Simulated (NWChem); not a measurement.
## Correlation energy of Cl

```xyz
1

Cl     0.0000     0.0000     0.0000
```
Charge 0, spin multiplicity 2.

Program: NWChem.

Basis set: 6-311G**. Each correlation energy counts from its own Hartree-Fock reference.

The correlated methods keep 5 core orbitals frozen. The Pople sets run with spherical d functions. The stability of the SCF solutions was not checked. Open-shell Hartree-Fock references start from PBE0 orbitals. Coupled-cluster values serve here as a point of comparison, not as the truth.

Q: Order these methods by the correlation energy they give, lowest first: CCSD(T) on UHF, CCSD on UHF, SCS-UMP2, UMP2, CCSD[T] on ROHF.

A: CCSD[T] on ROHF (-134.0 mHa), CCSD(T) on UHF (-130.2 mHa), CCSD on UHF (-128.5 mHa), UMP2 (-112.1 mHa), SCS-UMP2 (-110.8 mHa)
